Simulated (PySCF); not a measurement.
# O₃: from structure and modes to constants

Method: B3LYP in PySCF with O def2-TZVP; no relativity; density-fitted integrals.

The singlet minimum has C2v symmetry. Masses (u): O 15.99492.

```xyz
3
charge 0 multiplicity 1, angstrom
O     0.3004    0.3057    0.0000
O    -0.1502   -0.1528    1.0762
O    -0.1502   -0.1528   -1.0762
```

Harmonic wavenumbers (cm⁻¹): 750.0 (a1, ×1), 1203.7 (b2, ×1), 1257.6 (a1, ×1).

Task: What is the harmonic zero-point energy?

Result: Half the sum of all 3 wavenumbers, 3211/2 = 1606 cm⁻¹, which is 19.2 kJ/mol (1 cm⁻¹ = 0.0119627 kJ/mol).

Task: Find the vibrational entropy and heat capacity at 298.15 K.

Result: With u = 1.43878 ω/T, each mode gives S = R[u/(eᵘ−1) − ln(1−e⁻ᵘ)] and C = R u² eᵘ/(eᵘ−1)².
```
ω (cm⁻¹)      u  S (J/(mol K))  C (J/(mol K))
   750.0  3.619           1.05           3.08
  1203.7  5.809           0.17           0.85
  1257.6  6.069           0.14           0.71
```
The sums over all modes are S = 1.4 and C = 4.6 J/(mol K); the softest mode gives 77 % of the entropy.

Task: Give the standard entropy (298.15 K, 1 bar) by its translational, rotational, vibrational and spin parts, and Cp.

Result: Sackur–Tetrode with M = 47.98 u gives 157.1; rotation with symmetry number 2 gives 79.4; vibration 1.4; spin R ln 1 = 0.0. The total is 237.9 J/(mol K), and Cp = 4 R + 4.6 = 37.9 J/(mol K).

Only a few start shapes were tried, so a lower isomer may exist.
